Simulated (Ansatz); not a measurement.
## What a trial cell of Ti relaxes into

All numbers below come from DFT PBEsol, scalar-relativistic, plane waves, PAW in Ansatz. Cutoff 420 eV, Γ-centred k mesh, Gaussian smearing, no spin polarisation in the final step.

The start puts Ti on the samarium (9R) structure type (R-3m, No. 166), at a guessed volume.

```xyz
3
Lattice="1.5246 0.8802 7.3681 -1.5246 0.8802 7.3681 0.0000 -1.7604 7.3681" Properties=species:S:1:pos:R:3 pbc="T T T"
Ti    0.0000    0.0000    0.0000
Ti    0.0000    0.0000    4.9120
Ti    0.0000    0.0000   17.1924
```

Steps on the 6×6×6 mesh (3 atoms). 4 of 5 steps are shown, and the free energy counts from the last. Trial steps that were taken back and renewals of the plane-wave basis can be among the rows.

```
step  ΔF (meV/atom) V (Å³/atom) P (GPa) largest force component (eV/Å)
   1          153.9        19.78   -14.49                           0.066
   2            1.0        17.01    -1.57                           0.042
   3           -0.2        16.73     0.41                           0.010
   5            0.0        16.78     0.02                           0.003
```

A final relaxation ran on a 18×18×18 mesh. The relaxed crystal, R-3m (No. 166):

Space group R-3m:H (No. 166). a = 2.894 Å, b = 2.894 Å, c = 20.795 Å, α = 90.00°, β = 90.00°, γ = 120.00°
```csv
atom,site,symmetry,x,y,z
Ti,3a,-3m,0.0000,0.0000,0.0000
Ti,6c,3m,0.3333,0.6667,0.8895
```

| Item | Value |
| --- | --- |
| Volume per atom | 16.76 Å³ |
| Density | 4.74 g/cm³ |
| Energy over the standard structure | 0.03 eV/atom |
| Gap on the 18×18×18 mesh | 0 eV (a metal) |

Energies count from the standard state of Ti at the same level.

The final run used a 18×18×18 mesh on its 3-atom cell and 0.10 eV smearing. The k mesh leaves about 4 meV/atom of noise in metals.

A structure relaxed within its symmetry needn't be a true minimum.